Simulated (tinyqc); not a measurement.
G0W0 on RHF in the sto-3g basis, for BH2+, spin multiplicity 1, step by step. One step of it, computed by the program tinyqc.

Problem. Iteration 9 (converged): orbitals. Diagonalise F' = X^T F X, C = X C', fill 3 alpha and 3 beta electrons from the bottom; D = 2 C_occ C_occ^T. Each column has its largest component positive (the first on a tie).

converged F (hartree), order 1B 1s, 1B 2s, 1B 2px, 1B 2py, 1B 2pz, 2H 1s, 3H 1s:
```
[[-7.910069, -2.297123, 0.000000, -0.000469, 0.010550, -0.373811, -0.335408],
 [-2.297123, -1.396975, 0.000000, -0.005469, -0.100068, -0.589504, -0.555676],
 [0.000000, 0.000000, -0.147944, 0.000000, 0.000000, 0.000000, 0.000000],
 [-0.000469, -0.005469, 0.000000, -0.539404, -0.005987, -0.437841, 0.421663],
 [0.010550, -0.100068, 0.000000, -0.005987, -0.201237, -0.206210, -0.195071],
 [-0.373811, -0.589504, 0.000000, -0.437841, -0.206210, -0.587783, -0.085595],
 [-0.335408, -0.555676, 0.000000, 0.421663, -0.195071, -0.085595, -0.562608]]
```

X, order 1B 1s, 1B 2s, 1B 2px, 1B 2py, 1B 2pz, 2H 1s, 3H 1s:
```
[[-0.364609, 0.070784, 0.751701, 0.000000, -0.578592, -0.018137, 0.227615],
 [1.036497, -0.158352, -0.325554, 0.000000, -0.282288, -0.030626, 0.475806],
 [0.000000, 0.000000, 0.000000, 1.000000, 0.000000, 0.000000, 0.000000],
 [0.179794, 0.981487, -0.004247, 0.000000, 0.002119, 0.598889, 0.033347],
 [0.491166, -0.072919, 0.632955, 0.000000, 0.656228, -0.013984, 0.217798],
 [-0.850964, -0.625730, -0.207037, 0.000000, 0.166406, 0.375017, 0.387145],
 [-0.573434, 0.842614, -0.218352, 0.000000, 0.173449, -0.424545, 0.337799]]
```

Give: F' = X^T F X; orbital energies; coefficients C; D after iteration 9.

Solution.

F' = X^T F X (hartree):
```
[[-0.0275, 0.0660, 0.8031, 0.0000, -0.6131, -0.0156, 0.2589],
 [0.0660, 0.1818, -0.1840, 0.0000, 0.1508, 0.0163, -0.0692],
 [0.8031, -0.1840, -3.4065, 0.0000, 3.2012, 0.1187, -1.7161],
 [0.0000, 0.0000, 0.0000, -0.1479, 0.0000, 0.0000, 0.0000],
 [-0.6131, 0.1508, 3.2012, 0.0000, -3.4458, -0.1342, 1.9105],
 [-0.0156, 0.0163, 0.1187, 0.0000, -0.1342, -0.7688, 0.0767],
 [0.2589, -0.0692, -1.7161, 0.0000, 1.9105, 0.0767, -2.0070]]
```

orbital energies (hartree): [-7.9145, -0.9245, -0.7638, -0.2358, -0.1479, 0.1594, 0.2055]

coefficients C, order 1B 1s, 1B 2s, 1B 2px, 1B 2py, 1B 2pz, 2H 1s, 3H 1s:
```
[[0.9924, -0.2371, 0.0109, 0.1442, 0.0000, 0.1528, 0.0676],
 [0.0285, 0.7189, -0.0404, -0.5793, 0.0000, -0.7367, -0.3389],
 [0.0000, 0.0000, 0.0000, 0.0000, 1.0000, 0.0000, 0.0000],
 [0.0002, 0.0226, 0.5872, 0.0024, 0.0000, 0.3769, -0.9317],
 [0.0007, 0.1100, -0.0001, 0.7591, 0.0000, -0.6756, -0.2841],
 [-0.0047, 0.3094, 0.3964, 0.2747, 0.0000, 0.4089, 0.9906],
 [-0.0044, 0.2732, -0.4219, 0.2911, 0.0000, 0.9609, -0.3875]]
```

D after iteration 9, order 1B 1s, 1B 2s, 1B 2px, 1B 2py, 1B 2pz, 2H 1s, 3H 1s:
```
[[2.0824, -0.2852, 0.0000, 0.0026, -0.0508, -0.1474, -0.1476],
 [-0.2852, 1.0384, 0.0000, -0.0149, 0.1582, 0.4126, 0.4267],
 [0.0000, 0.0000, 0.0000, 0.0000, 0.0000, 0.0000, 0.0000],
 [0.0026, -0.0149, 0.0000, 0.6907, 0.0048, 0.4795, -0.4832],
 [-0.0508, 0.1582, 0.0000, 0.0048, 0.0242, 0.0680, 0.0602],
 [-0.1474, 0.4126, 0.0000, 0.4795, 0.0680, 0.5058, -0.1654],
 [-0.1476, 0.4267, 0.0000, -0.4832, 0.0602, -0.1654, 0.5054]]
```
